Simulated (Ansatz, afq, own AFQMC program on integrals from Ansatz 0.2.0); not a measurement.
O⁻, doublet in aug-cc-pVTZ, levels against CCSDT(Q)

A free O anion.

Basis aug-cc-pVTZ. Noble-gas cores (and the filled d shells of Ga–Kr and In–Xe) are frozen. Integrals, coupled cluster, full CI and functionals: Ansatz 0.2.0; the random walks run on the same integrals in our own AFQMC program. ph-AFQMC/CISD is guided by a CISD state made of CCSD amplitudes; releasing the constraint for a short imaginary time cuts its bias at the price of noise, slowly where states lie close. Free projection: walkers drawn from exp(T), propagated without any constraint. Its projection time is finite, and what remains of the start isn't in its error. ± is one standard error of the sampling.

Determinant: UHF, the one that the program's search chose, which needn't be the lowest solution.

No full CI on the walks' own integrals is used here; CCSDT(Q) serves as the reference and is uncertain by about the last step of the cluster series.

Cautions: the ph-AFQMC/CISD walk drifts between its halves (2.0 errors).

```
T1 diagnostic                               : 0.0229
weight of the determinant in the CISD state : 0.929
⟨S²⟩ of the determinant                     : 0.770
size of the correlated space                : 7 electrons in 45 orbitals
```

(1) Estimate: order these by the size of their error in total energy against CCSDT(Q), smallest first.
A. CCSD
B. free-projection AFQMC
C. MP2
D. CCSD(T)

(1) B (0.21 ± 0.14 kcal/mol), D (0.68 kcal/mol), A (6.21 kcal/mol), C (11.07 kcal/mol).

Reference: CCSDT(Q), correlation energy -6.442 eV.

Free projections are given only where their last times agree within the noise and don't stop above the reference; a slow remainder of the start can still hide under it. A walk keeps the symmetry of its determinant, which the program's search chose and which needn't be the lowest solution, so a lower state of the same spin and another symmetry isn't excluded.
